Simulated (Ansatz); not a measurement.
```yaml
crystal:
  periodic: [false, false, false]
  atoms:
    - {symbol: N, position_ang: [-1.686773, 0.226282, 0.000570]}
    - {symbol: N, position_ang: [-0.590212, -0.253476, -0.000166]}
    - {symbol: Si, position_ang: [1.063536, -0.025950, -0.000231]}
    - {symbol: H, position_ang: [2.007160, 1.100983, 0.000829]}
basis:
  gaussian: {orbitals: def2-TZVP}
magnetization: {spin_polarized: true, initial_magnetization: 3}
hamiltonian: {xc: pbe0}
relax: {f_tol: 0.004, max_steps: 80}
```

```sh
$ ansatz run in.yaml --threads 1 --pin off --events-out ev --progress --plain --max-ram 2176MiB
```

Steps of the relaxation (energy above the last step; positions in Å, forces in eV/Å):

```
4
step 1, 106.1 meV
N    -1.687    0.226    0.001    1.315   -0.636   -0.001
N    -0.590   -0.253    0.000   -2.563    0.738    0.001
Si    1.064   -0.026    0.000    0.881   -0.950   -0.001
H     2.007    1.101    0.001    0.367    0.848    0.001
```

```
4
step 2, 31.6 meV
N    -1.673    0.243    0.001    0.570   -0.291    0.000
N    -0.599   -0.255    0.000   -1.413    0.302    0.001
Si    1.078   -0.071    0.000    0.755   -0.286    0.000
H     1.988    1.130    0.001    0.087    0.275    0.000
```

```
4
step 3, 5.0 meV
N    -1.670    0.255    0.001    0.187   -0.023    0.000
N    -0.615   -0.255    0.000   -0.297   -0.073    0.000
Si    1.104   -0.102    0.000    0.075    0.134    0.000
H     1.974    1.150    0.001    0.034   -0.039    0.000
```

```
4
step 8, 0.0 meV
N    -1.684    0.244    0.001    0.002   -0.002    0.000
N    -0.637   -0.268    0.000   -0.002    0.002    0.000
Si    1.101   -0.074    0.000   -0.001   -0.001    0.000
H     2.014    1.146    0.001    0.000    0.001    0.000
```

Close pairs at the end: N1–N2 1.165 Å, Si3–H4 1.524 Å, N2–Si3 1.749 Å.

A stationary point of unrestricted PBE0 after 8 steps, with ⟨S²⟩ = 3.772 against 3.75 for a pure state; no frequencies were run, so it isn't proven a minimum. 34 s on 1 thread of Intel Xeon Platinum 8259CL, shared host.
